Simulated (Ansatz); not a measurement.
C3H6O2, SMILES `O=CCCO` from Hartree–Fock to CCSD(T)

```csv
atom,x (Å),y (Å),z (Å)
O1,0.550,-1.956,1.661
C2,0.535,-0.871,1.147
C3,-0.564,-0.381,0.248
C4,-0.036,0.340,-0.986
O5,0.673,1.518,-0.671
H6,1.363,-0.151,1.314
H7,-1.197,-1.229,-0.026
H8,-1.183,0.317,0.829
H9,-0.867,0.544,-1.673
H10,0.672,-0.298,-1.521
H11,0.054,2.166,-0.326
```

Charge 0, multiplicity 1. Geometry: relaxed with PBE0-D4/def2-TZVP. It is one conformer, not always the lowest. Frozen core, restricted reference, the Gaussian-basis code of Ansatz. CBS rows extrapolate triple and quadruple zeta; past MP2 they add the triple-zeta difference.

```csv
basis,HF (Eh),MP2 corr.,CCSD corr.,(T),CCSD(T) total
def2-TZVPP,-266.91480,-0.96902,-0.99821,-0.03995,-267.95296
def2-QZVPP,-266.92723,-1.03923,–,–,–
CBS(def2),-266.92894,-1.09125,-1.12044,as TZ,-268.08933
```
